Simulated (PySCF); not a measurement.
# PH−: from the state search to spectroscopic constants

One table from this session's results is given with a row withheld; the runs are named, their logs left out.

Method: P aug-pcseg-1, H aug-pcseg-1, no relativity; program: PySCF 2.14.0.

3 further runs of the same task are left out: 3 set aside as unsound or not needed.

Set-up of the first run:

The job is set up so:

```
atoms                         : P, H
charge                        : -1
basis                         : P aug-pcseg-1, H aug-pcseg-1
Hamiltonian                   : no relativity
basis functions               : 36
electrons treated             : 17
masses in u                   : 30.9738, 1.0078
levels                        : PBE0, PBE, r²SCAN, BLYP, B97-3, r²SCAN0, MP2, SCS-MP2, CCSD, CCSD(T)
grid                          : 80 radial by 434 angular points
occupations                   : held fixed by the projection of orbital angular momentum
dissociation limit            : P + H−, each in its ground configuration
starting distance in angstrom : 1.485
values of 2S to try           : 1, 3
```

The run is started by

```console
$ OMP_NUM_THREADS=1 python dia.py task.json out
```

Steps of the session up to this table: The job; The PBE0 curve of the state that the search chose; PBE (GGA); r²SCAN (meta-GGA); BLYP; B97-3 (global hybrid GGA); r²SCAN0; MP2 and coupled cluster.

One of the session's tables, all rows but one given; the rest of the session is left out.

It belongs to the step «The curves together». Energy (eV) from each level's lowest point:

```
R (Å)  UHF-MP2  UHF-SCS-MP2  UHF-CCSD  UHF-CCSD(T)    PBE
1.246    0.504        0.510       n/a          n/a  0.585
1.304    0.221        0.226     0.236        0.242  0.281
1.362    0.063        0.067     0.073        0.077  0.100
1.405    0.010        0.012     0.015        0.017  0.029
1.449    0.000        0.000     0.000        0.000  0.000
1.492    0.026        0.024     0.019        0.017  0.006
1.550    0.102        0.097     0.086        0.082  0.057
1.623        ?            ?         ?            ?      ?
1.710    0.474        0.458     0.423        0.409  0.357
1.826    0.817        0.794       n/a          n/a  0.649
```

Estimate the missing values for R (Å) = 1.623.

Worked estimate for «UHF-MP2». A straight line through the neighbours (1.550, 0.102) and (1.710, 0.474) gives 0.102 + (0.474 − 0.102) × (1.623 − 1.550) / (1.710 − 1.550) = 0.272; a parabola fitted to 4 rows on both sides gives 0.256.

**Answer.** UHF-MP2: 0.249; UHF-SCS-MP2: 0.240; UHF-CCSD: 0.219; UHF-CCSD(T): 0.210; PBE: 0.171. In «UHF-MP2» the line misses by +0.023 and the parabola by +0.007.
